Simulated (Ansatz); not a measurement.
**Rhombohedral A7 Sb**

Method: LDA (Ansatz, an electronic-structure program, PAW).

Numerical settings: plane-wave cutoff 520 eV, 18×18×18 k mesh, Fermi–Dirac smearing 0.079 eV (set by the program), scalar-relativistic PAW data made under PBE.

Cell (measured lattice):

```
CELL_PARAMETERS angstrom
      2.15420     1.24373     3.75787
     -2.15420     1.24373     3.75787
      0.00000    -2.48746     3.75787
ATOMIC_POSITIONS crystal
  Sb 0.76594 0.76594 0.76594
  Sb 0.23406 0.23406 0.23406
```

```json
{
  "elastic constant C11": "90.3 GPa",
  "elastic constant C12": "25.5 GPa",
  "elastic constant C13": "21.9 GPa",
  "elastic constant C33": "40.8 GPa",
  "elastic constant C44": "33.1 GPa",
  "elastic constant C66": "32.4 GPa",
  "Voigt–Reuss–Hill bulk modulus": "37.2 GPa",
  "Voigt–Reuss–Hill shear modulus (Hill average)": "25.1 GPa",
  "young_modulus": "61.5 GPa",
  "poisson_ratio": "0.224"
}
```

Note: the cell isn't this level's own, so it is under some stress, which shifts stiffness and frequencies.

Elastic constants are with the ions relaxed.

Spin–orbit coupling is not included.

The result took roughly 40 core-minutes.
